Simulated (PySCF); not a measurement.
**How methods differ on the electron affinity of Li**

Li⁻ [He] 2s2 (1S) → Li [He] 2s1 (2S), as a difference of total energies. Calculation: PySCF 2.14, in def2-TZVPPD (5s4p1d, 22 functions); no relativity, point nucleus. Correlated levels: valence: 1s2 frozen. The calculations carry no spin-orbit coupling.

```csv
method,electron affinity (eV),error (eV)
UHF,-0.377,-0.995
MP2 (valence),0.094,-0.524
SCS-MP2 (valence),0.188,-0.430
CCSD (valence),0.463,-0.155
```

Reference: 0.618 eV (measured; photodetachment measurements, as compiled on the Wikipedia data page of electron affinities).

Errors of the correlated levels include the incompleteness of this basis and the frozen core.

A negative affinity means that the anion lies above the atom at that level of theory.

With two correlated electrons CCSD is exact in that space.
